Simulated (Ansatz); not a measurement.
## Worked example: correlation energy of CH4⁺, quartet

Geometry: that of the CH4⁺, doublet, kept fixed. The doublet lies 11.3 eV lower here.

```xyz
5

C     0.0000    0.0000    0.0000
H     0.3646    0.7500    0.7480
H    -0.3742   -0.7450    0.7482
H    -0.3622    0.7462   -0.7529
H     0.3718   -0.7512   -0.7433
```

Basis 6-31G; Ansatz 0.2.0. Only valence electrons are correlated (noble-gas cores frozen), which leaves 7 electrons in 16 orbitals. Prefix R: restricted or restricted open-shell reference; prefix U: unrestricted.

Full CI is exact within this basis and frozen core; it isn't the basis-set limit. The frozen core follows each run's orbitals, which can shift R against U totals by a few meV.

UCCSD has a T1 diagnostic of 0.013 and a largest doubles amplitude of 0.06.

Runs differ by some tens of microhartree through their thresholds and, for an open shell, their frozen cores, so the step to full CI, which has another core, is uncertain by up to 0.1 kcal/mol.

```json
{"level": "UHF", "total energy (hartree)": "-39.339825"}
{"level": "UMP2", "total energy (hartree)": "-39.401819"}
{"level": "UCCSD", "total energy (hartree)": "-39.422152"}
{"level": "UCCSD(T)", "total energy (hartree)": "-39.423273"}
{"level": "UCCSDT", "total energy (hartree)": "-39.423685"}
{"level": "UCCSDT(Q)", "total energy (hartree)": "-39.423745"}
{"level": "UCCSDTQ", "total energy (hartree)": "-39.423755"}
{"level": "full CI", "total energy (hartree)": "-39.423722"}
```

Task: What is the correlation energy at full CI, and what share of it do UMP2 and UCCSD recover?

Result: E(corr) = -39.423722 − (-39.339825) = -0.083897 hartree = -2.283 eV. UMP2: -0.061994 / -0.083897 = 73.89 %. UCCSD: -0.082327 / -0.083897 = 98.13 %.

Task: By how many kcal/mol does UCCSD(T) miss full CI (1 hartree = 627.509 kcal/mol), and which steps make up the rest?

Result: -39.423273 − (-39.423722) = 0.000449 hartree = 0.28 kcal/mol. Steps: UCCSDT − UCCSD(T) = -0.26, UCCSDT(Q) − UCCSDT = -0.04, UCCSDTQ − UCCSDT(Q) = -0.01, full CI − UCCSDTQ = 0.02 kcal/mol. That is within 1 kcal/mol of the reference in this basis, which itself misses far more of the correlation at the basis-set limit.
